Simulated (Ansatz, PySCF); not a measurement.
Isomers of C2H6S: 1 is SCC, 2 is CSC; one conformer of each (the lowest of an xTB search), B3LYP-D3(BJ)/def2-TZVP minima.
Isomer 1 (charge 0, multiplicity 1):
| atom | x (Å) | y (Å) | z (Å) |
|---|---|---|---|
| C | -0.8884 | 0.3471 | -0.1657 |
| C | 0.2291 | -0.6330 | 0.1546 |
| S | 1.8837 | -0.0900 | -0.4065 |
| H | -1.8530 | -0.0562 | 0.1540 |
| H | -0.9350 | 0.5498 | -1.2359 |
| H | -0.7351 | 1.2969 | 0.3496 |
| H | 0.0736 | -1.5816 | -0.3614 |
| H | 0.2732 | -0.8511 | 1.2215 |
| H | 1.9519 | 1.0180 | 0.3508 |
Isomer 2 (charge 0, multiplicity 1):
```xyz
9

C      1.3711     0.1591     0.0371
S     -0.0355     0.2238     1.1761
C     -1.3722    -0.1520     0.0132
H      1.2740     0.9090    -0.7488
H      1.4684    -0.8310    -0.4099
H      2.2664     0.3725     0.6193
H     -1.2377    -1.1378    -0.4334
H     -2.3025    -0.1456     0.5795
H     -1.4320     0.6021    -0.7723
```

No zero-point or thermal terms.

Correlated levels freeze the cores.

Codes used: Ansatz (a quantum-chemistry and plane-wave program); PySCF for the dispersion terms. 

Estimate the electronic energy of isomer 2 less that of isomer 1 that CCSD/cc-pV(T+d)Z returns for this input.

2.3 kcal/mol

Estimate the electronic energy of isomer 2 less that of isomer 1 that PBE0-D4/def2-TZVPP returns for this input.

1.3 kcal/mol

Give the electronic energy of isomer 2 less that of isomer 1 at the level PBE-D3(BJ)/def2-TZVPP.

1.0 kcal/mol
